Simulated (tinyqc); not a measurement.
Inside a calculation. Method: RHF in the sto-6g basis, for NH3, spin multiplicity 1. One step of it, computed by the program tinyqc.

Task: Iteration 1: diagonalisation and new density. Diagonalise F' = X^T F X, C = X C', fill 5 alpha and 5 beta electrons from the bottom; D = 2 C_occ C_occ^T. Each column has its largest component positive (the first on a tie).

Fock matrix F (hartree):
```
,1N 1s,1N 2s,1N 2px,1N 2py,1N 2pz,2H 1s,3H 1s,4H 1s
1N 1s,-13.642298,-3.382188,0.000006,0.000000,0.007450,-0.617502,-0.618322,-0.618322
1N 2s,-3.382188,-1.036338,0.000070,0.000000,0.108429,-0.386329,-0.386684,-0.386684
1N 2px,0.000006,0.000070,0.400880,0.000000,-0.000029,-0.129474,0.064732,0.064732
1N 2py,0.000000,0.000000,0.000000,0.400718,0.000000,0.000000,-0.112171,0.112171
1N 2pz,0.007450,0.108429,-0.000029,0.000000,0.519176,0.057309,0.057354,0.057354
2H 1s,-0.617502,-0.386329,-0.129474,0.000000,0.057309,0.016185,-0.113054,-0.113054
3H 1s,-0.618322,-0.386684,0.064732,-0.112171,0.057354,-0.113054,0.016122,-0.113127
4H 1s,-0.618322,-0.386684,0.064732,0.112171,0.057354,-0.113054,-0.113127,0.016122
```

X:
```
,1,2,3,4,5,6,7,8
1N 1s,-0.336205,0.000000,-0.000600,0.756032,0.597319,0.000043,0.000000,0.160130
1N 2s,1.223890,0.000000,0.001571,-0.122031,0.166309,0.000104,0.000000,0.455883
1N 2px,-0.001498,0.000000,0.944828,0.000110,0.000008,0.639365,0.000000,-0.000126
1N 2py,0.000000,0.945138,0.000000,0.000000,0.000000,0.000000,0.639297,0.000000
1N 2pz,-0.256574,0.000000,-0.000259,-0.647818,0.735273,0.000012,0.000000,-0.096719
2H 1s,-0.569931,0.000000,-0.887097,-0.138440,-0.108451,0.454539,0.000000,0.308318
3H 1s,-0.572354,-0.767782,0.442349,-0.138393,-0.108429,-0.227049,0.393487,0.308559
4H 1s,-0.572354,0.767782,0.442349,-0.138393,-0.108429,-0.227049,-0.393487,0.308559
```

Give: F' = X^T F X; orbital energies; coefficients C; D after iteration 1.

Result:

F' = X^T F X (hartree):
```
,1,2,3,4,5,6,7,8
1,0.4109,0.0000,-0.0011,1.2084,0.9603,-0.0002,0.0000,0.3324
2,0.0000,0.8359,0.0000,0.0000,0.0000,0.0000,0.1907,0.0000
3,-0.0011,0.0000,0.8353,0.0028,0.0023,0.1908,0.0000,0.0009
4,1.2084,0.0000,0.0028,-6.5937,-6.2841,-0.0006,0.0000,-2.9728
5,0.9603,0.0000,0.0023,-6.2841,-5.0072,-0.0005,0.0000,-2.6461
6,-0.0002,0.0000,0.1908,-0.0006,-0.0005,0.0910,0.0000,-0.0003
7,0.0000,0.1907,0.0000,0.0000,0.0000,0.0000,0.0909,0.0000
8,0.3324,0.0000,0.0009,-2.9728,-2.6461,-0.0003,0.0000,-1.6435
```

orbital energies (hartree): MO1 -13.6480, MO2 -0.3391, MO3 0.0449, MO4 0.0450, MO5 0.4914, MO6 0.6622, MO7 0.8814, MO8 0.8819

coefficients C:
```
,MO1,MO2,MO3,MO4,MO5,MO6,MO7,MO8
1N 1s,0.9945,-0.1957,0.0000,0.0000,-0.1363,-0.1453,0.0002,0.0000
1N 2s,0.0256,0.6596,0.0000,-0.0001,0.7264,0.8860,-0.0015,0.0000
1N 2px,0.0000,-0.0001,0.0000,0.3998,0.0003,0.0012,1.0685,0.0000
1N 2py,0.0000,0.0000,0.4000,0.0000,0.0000,0.0000,0.0000,1.0687
1N 2pz,-0.0019,-0.1026,0.0000,0.0000,0.7313,-0.7001,0.0007,0.0000
2H 1s,-0.0048,0.2332,0.0000,0.6499,-0.3167,-0.5464,-0.7541,0.0000
3H 1s,-0.0048,0.2332,0.5625,-0.3246,-0.3166,-0.5457,0.3782,-0.6542
4H 1s,-0.0048,0.2332,-0.5625,-0.3246,-0.3166,-0.5457,0.3782,0.6542
```

D after iteration 1:
```
,1N 1s,1N 2s,1N 2px,1N 2py,1N 2pz,2H 1s,3H 1s,4H 1s
1N 1s,2.0918,-0.4052,0.0000,0.0000,-0.1631,-0.0143,-0.0145,-0.0145
1N 2s,-0.4052,1.9266,0.0003,0.0000,0.9270,-0.1529,-0.1525,-0.1525
1N 2px,0.0000,0.0003,0.3197,0.0000,0.0005,0.5194,-0.2598,-0.2598
1N 2py,0.0000,0.0000,0.0000,0.3199,0.0000,0.0000,0.4499,-0.4499
1N 2pz,-0.1631,0.9270,0.0005,0.0000,1.0907,-0.5109,-0.5110,-0.5110
2H 1s,-0.0143,-0.1529,0.5194,0.0000,-0.5109,1.1541,-0.1126,-0.1126
3H 1s,-0.0145,-0.1525,-0.2598,0.4499,-0.5110,-0.1126,1.1529,-0.1127
4H 1s,-0.0145,-0.1525,-0.2598,-0.4499,-0.5110,-0.1126,-0.1127,1.1529
```
